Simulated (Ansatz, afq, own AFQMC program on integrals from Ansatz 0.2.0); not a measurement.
Integrals from Ansatz 0.2.0, then the random walk in our own AFQMC program (afq).

```yaml
crystal:
  periodic: [false, false, false]
  atoms:
    - {symbol: B, position_ang: [0.000000, -1.370482, 0.096984]}
    - {symbol: Ge, position_ang: [0.000000, 0.130907, 1.251342]}
    - {symbol: Ga, position_ang: [0.000000, 0.065420, -1.279968]}
    - {symbol: H, position_ang: [0.000000, 0.739999, -2.681488]}
basis:
  gaussian: {orbitals: cc-pVDZ}
magnetization: {spin_polarized: false, initial_magnetization: 1}
correlation: {method: ccsd_t, electrons: outside_noble_gas, hamiltonian_folder: ham}
```

```sh
$ ansatz run in.yaml --threads 1 --pin off --events-out ev --progress --plain --max-ram 1843MiB
```

Options of the walk:

```
--method free --trial cisd --walkers 60 --time-step 0.03 --max-blocks 80 --target-error 0.0004 --factor-cut 1e-05 --seed 4102 --times 0,0.21,0.42,0.81,1.2,1.8,2.4,3 --taylor-order 8
```

Times are imaginary, in 1/Eh. The walk had a cap of 2099 s. Filled inner d shells are frozen with the cores.

Log:

```
orbitals 44  electrons 6 5  factors 381 of 828
reference energy -4023.69079886 Eh
CCSD correlation -0.24780201 Eh in 16 cycles, weight of the determinant in the CISD state 0.7989
repeat  energy at the last time / Eh  error
    10  -4023.961262  0.003028
    20  -4023.961524  0.001897
    30  -4023.959803  0.001488
    40  -4023.959578  0.001342
    50  -4023.958487  0.001168
    60  -4023.958345  0.001025
    70  -4023.958189  0.000929
    80  -4023.957971  0.000881
time / (1/Eh)  energy / Eh  error  mean overlap
  0.00  -4023.938739  0.000268  1.2534
  0.21  -4023.944349  0.000356  1.2571
  0.42  -4023.947826  0.000422  1.2600
  0.81  -4023.952221  0.000446  1.2566
  1.20  -4023.954445  0.000596  1.2570
  1.80  -4023.956392  0.000611  1.2744
  2.40  -4023.957327  0.000683  1.2907
  3.00  -4023.957971  0.000881  1.2825
energy -4023.957971 +/- 0.000881 Eh
```

The run passed its tests (error under three times the target), which doesn't prove that it has relaxed.

Against this walk (error 24.0 meV) on the same determinant: CCSD(T) 60.2 meV higher, CCSDT(Q) 19.9 meV lower (within the noise). The error is statistical, and a free projection of finite length keeps a remainder of its start. None of these is a sure reference here. The projection is still falling at its last time (meV from the last point: 156 ± 12 at 0.81, 96 ± 16 at 1.20, 43 ± 17 at 1.80, 18 ± 19 at 2.40, 0 ± 24 at 3.00), so its energy is a cut-off value, and the gaps above aren't errors of the other methods.

Cautions: remainder of the start not in the error; error above the target (24.0 against 10.9 meV); no relativity below Rb; no spin-orbit coupling; inner d shell frozen; higher spins were not checked; a spin-contaminated unrestricted determinant lies lower (UHF 268 meV lower, ⟨S²⟩ 1.04); raised T1 diagnostic (T1 0.044, weight of the determinant 0.80, largest double 0.08); (T) is large, 7 % of the CCSD correlation.

The walk took 9.2 min on 1 thread of Arm Neoverse V1 (shared host). The log's last line is the free-projection energy.

CCSDT and higher add their correlation energy to the determinant of the CCSD(T) run, since their own runs factorise the integrals more tightly (a shift of under 2 meV). A walk keeps the symmetry of its determinant, which the program's search chose and which needn't be the lowest solution, so a lower state of the same spin and another symmetry isn't excluded.
